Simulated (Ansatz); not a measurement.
Job for Ansatz (a program for electronic structure): R-MP2/cc-pVTZ on CH3O (SMILES C=[OH+]). Charge +1.

Ansatz 0.2 input:
```yaml
crystal:
  periodic: [false, false, false]
  atoms:
    - {symbol: C, position_ang: [-0.58747386, 0.21221354, 0.00722215]}
    - {symbol: O, position_ang: [0.54632358, -0.30056245, -0.00543096]}
    - {symbol: H, position_ang: [-1.42434757, -0.48518486, 0.02995949]}
    - {symbol: H, position_ang: [-0.73024045, 1.29450165, -0.00385814]}
    - {symbol: H, position_ang: [1.30884256, 0.32190157, -0.02598659]}
basis:
  gaussian:
    orbitals: cc-pVTZ
total_charge: 1
magnetization: {spin_polarized: false}
correlation: {method: mp2, electrons: outside_noble_gas}
accuracy: high
relax: {f_tol: 0.0005, max_steps: 60}
scf: {lower_state_search: off}
output: {forces: true}
```

It printed:

```
WARN ansatz: RAYON_NUM_THREADS=1 ignored (pool sized by the plan → 1); use --threads N
Functional definition: HF
these checks for a lower state are left out or cut short: starts, cluster_reference, orbital_swaps, neighbouring_geometries, increment
integrals: 0.14 GiB planned
1905 factors; integrals over basis functions are off by at most 1.7e-9 eV
mean field: 0.23 GiB planned
mean field evaluation 1: about -3103.7242 eV, gradient 5.1e1 eV
mean field evaluation 2: about -3103.7244 eV, gradient 5.1e1 eV
mean field evaluation 4: about -3107.7436 eV, gradient 2.9e0 eV
mean field evaluation 8: about -3107.7655 eV, gradient 2.8e-2 eV
mean field -3107.76546105 eV, -114.2082741745 hartree, gradient 9.6e-8 eV, S^2 0.000000; 0 other end points of the search recorded, 0 dependent functions left out
2 core orbitals not correlated
reference -3107.76546105 eV, -114.2082741745 hartree; 6, 6 occupied and 94, 94 virtual orbitals, 1905 factors
densities: 0.31 GiB planned
second order -10.37122734 eV of doubles, -0.00000000 eV of singles
the calculation of the forces begins
relax step   1: F+E_penalty+E_count = -3118.13668839 eV  Δ(F+E_penalty+E_count) = +0.000e0 eV  max|allowed force component| = 3.116e-1 eV/Å  Δτ_max = 0.0000 Å  (43 SCF iters, accepted)
these checks for a lower state are left out or cut short: starts, cluster_reference, orbital_swaps, neighbouring_geometries, increment
integrals: 0.14 GiB planned
1905 factors; integrals over basis functions are off by at most 1.7e-9 eV
mean field: 0.23 GiB planned
mean field evaluation 16: about -3107.7667 eV, gradient 4.7e-1 eV
mean field -3107.76737184 eV, -114.2083443949 hartree, gradient 1.2e-8 eV, S^2 0.000000; 0 other end points of the search recorded, 0 dependent functions left out
2 core orbitals not correlated
reference -3107.76737184 eV, -114.2083443949 hartree; 6, 6 occupied and 94, 94 virtual orbitals, 1905 factors
densities: 0.31 GiB planned
second order -10.37182518 eV of doubles, -0.00000000 eV of singles
the calculation of the forces begins
relax step   2: F+E_penalty+E_count = -3118.13919703 eV  Δ(F+E_penalty+E_count) = -2.509e-3 eV  max|allowed force component| = 1.482e-1 eV/Å  Δτ_max = 0.0069 Å  (45 SCF iters, accepted)
these checks for a lower state are left out or cut short: starts, cluster_reference, orbital_swaps, neighbouring_geometries, increment
integrals: 0.14 GiB planned
1905 factors; integrals over basis functions are off by at most 1.7e-9 eV
mean field: 0.23 GiB planned
mean field evaluation 32: about -3107.7643 eV, gradient 5.1e-5 eV
mean field -3107.76432893 eV, -114.2082325697 hartree, gradient 9.9e-9 eV, S^2 0.000000; 0 other end points of the search recorded, 0 dependent functions left out
2 core orbitals not correlated
reference -3107.76432893 eV, -114.2082325697 hartree; 6, 6 occupied and 94, 94 virtual orbitals, 1905 factors
densities: 0.31 GiB planned
second order -10.37606047 eV of doubles, -0.00000000 eV of singles
the calculation of the forces begins
relax step   3: F+E_penalty+E_count = -3118.14038940 eV  Δ(F+E_penalty+E_count) = -1.192e-3 eV  max|allowed force component| = 2.344e-2 eV/Å  Δτ_max = 0.0115 Å  (46 SCF iters, accepted)
these checks for a lower state are left out or cut short: starts, cluster_reference, orbital_swaps, neighbouring_geometries, increment
integrals: 0.14 GiB planned
1905 factors; integrals over basis functions are off by at most 1.7e-9 eV
mean field: 0.23 GiB planned
mean field -3107.76313112 eV, -114.2081885510 hartree, gradient 9.1e-9 eV, S^2 0.000000; 0 other end points of the search recorded, 0 dependent functions left out
2 core orbitals not correlated
reference -3107.76313112 eV, -114.2081885510 hartree; 6, 6 occupied and 94, 94 virtual orbitals, 1905 factors
densities: 0.31 GiB planned
second order -10.37728370 eV of doubles, -0.00000000 eV of singles
the calculation of the forces begins
relax step   4: F+E_penalty+E_count = -3118.14041482 eV  Δ(F+E_penalty+E_count) = -2.542e-5 eV  max|allowed force component| = 8.639e-3 eV/Å  Δτ_max = 0.0014 Å  (47 SCF iters, accepted)
these checks for a lower state are left out or cut short: starts, cluster_reference, orbital_swaps, neighbouring_geometries, increment
integrals: 0.14 GiB planned
1905 factors; integrals over basis functions are off by at most 1.7e-9 eV
mean field: 0.23 GiB planned
mean field -3107.76331692 eV, -114.2081953792 hartree, gradient 1.9e-8 eV, S^2 0.000000; 0 other end points of the search recorded, 0 dependent functions left out
2 core orbitals not correlated
reference -3107.76331692 eV, -114.2081953792 hartree; 6, 6 occupied and 94, 94 virtual orbitals, 1905 factors
densities: 0.31 GiB planned
second order -10.37709823 eV of doubles, -0.00000000 eV of singles
the calculation of the forces begins
relax step   5: F+E_penalty+E_count = -3118.14041515 eV  Δ(F+E_penalty+E_count) = -3.349e-7 eV  max|allowed force component| = 4.385e-3 eV/Å  Δτ_max = 0.0002 Å  (34 SCF iters, accepted)
these checks for a lower state are left out or cut short: starts, cluster_reference, orbital_swaps, neighbouring_geometries, increment
integrals: 0.14 GiB planned
1905 factors; integrals over basis functions are off by at most 1.7e-9 eV
mean field: 0.23 GiB planned
mean field evaluation 64: about -3107.7632 eV, gradient 2.3e-6 eV
mean field -3107.76324552 eV, -114.2081927552 hartree, gradient 1.4e-8 eV, S^2 0.000000; 0 other end points of the search recorded, 0 dependent functions left out
2 core orbitals not correlated
reference -3107.76324552 eV, -114.2081927552 hartree; 6, 6 occupied and 94, 94 virtual orbitals, 1905 factors
densities: 0.31 GiB planned
second order -10.37716982 eV of doubles, -0.00000000 eV of singles
the calculation of the forces begins
relax step   6: F+E_penalty+E_count = -3118.14041534 eV  Δ(F+E_penalty+E_count) = -1.897e-7 eV  max|allowed force component| = 6.559e-5 eV/Å  Δτ_max = 0.0001 Å  (32 SCF iters, accepted)
Total energy: -3118.14041534 eV, -114.5895467123 hartree
Atom 0 at    -0.587178     0.211374     0.007228 Å, force    -0.000004    -0.000032     0.000000 eV/Å
Atom 1 at     0.547758    -0.308660    -0.005354 Å, force     0.000053     0.000066    -0.000002 eV/Å
Atom 2 at    -1.420844    -0.481717     0.029857 Å, force    -0.000021    -0.000006     0.000000 eV/Å
Atom 3 at    -0.718563     1.289932    -0.003997 Å, force     0.000012     0.000017    -0.000000 eV/Å
Atom 4 at     1.291932     0.331941    -0.025828 Å, force    -0.000040    -0.000044     0.000001 eV/Å
Dipole moment:    -0.110814     0.415154    -0.003309 e Å
Checks for a lower state left out: starts, cluster_reference, orbital_swaps, neighbouring_geometries, increment
```

The run converged.

Cost: about 30 core-seconds (a rough figure).
